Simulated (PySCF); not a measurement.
PH3.
SMILES with atom numbers: `[PH3:1]` (hydrogens: H2, H3, H4 on P1)

A GFN2-xTB structure was refined with PBE0-D3(BJ)/def2-SVP geometry optimisation, gas phase (PySCF 2.14.0). Its GFN2-xTB values:

```
coordinate  GFN2-xTB
     P1–H2   1.416 Å
     P1–H3   1.360 Å
  H2–P1–H3     91.3°
```

Question: How do these coordinates change at the PBE0-D3(BJ)/def2-SVP level?

Answer: 
| coordinate | PBE0-D3(BJ)/def2-SVP (Å or °) | change |
| --- | --- | --- |
| P1–H3 | 1.429 | +0.069 |
| P1–H2 | 1.429 | +0.013 |
| H2–P1–H3 | 93.0 | +1.7 |

The energy falls by 0.111 eV over 4 energy and gradient evaluations, the largest force component goes from 0.0323 to 7.8e-05 Eh/bohr, and the atoms move by 0.051 Å rms after alignment. The bond that changes most is P1–H3 (phosphine phosphorus to P–H hydrogen), which lengthens by 0.069 Å. Bonds longer at the end by more than 0.005 Å: 3 of 3; shorter: 0. Rotational constants go from 141521, 137137, 127936 to 131470, 131450, 116795 MHz.

The run used 33 basis functions and 22 SCF cycles in all.

Stationary, but not proved a minimum.
